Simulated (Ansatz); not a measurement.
**Antimony, A7 rhombohedral: convergence with Methfessel-Paxton smearing**

Computed with Ansatz, PBE, scalar-relativistic PAW, on the relaxed cell (a = 4.376 Å, c = 11.530 Å (c/a = 2.635); spin not included). Errors count from a run at 420 eV on a Γ-centred 14×14×14 mesh with Fermi-Dirac smearing of 0.1 eV, extrapolated to zero width. Fixed here: cutoff 420 eV, mesh 9×9×9. The SCF starts from atomic densities corrected by a trained network.

```csv
width (eV),E(σ→0) error (meV/atom),F error (meV/atom),P (GPa),SCF iterations
0.01,-4.6,-4.6,0.03,6
0.03,-4.6,-4.6,0.03,6
0.1,-4.5,-4.5,0.03,6
0.2,-4.5,-4.4,0.02,6
0.3,-4.6,-3.6,0.02,6
0.6,-1.3,4.9,-0.07,7
1.0,10.5,25.3,-0.24,6
```
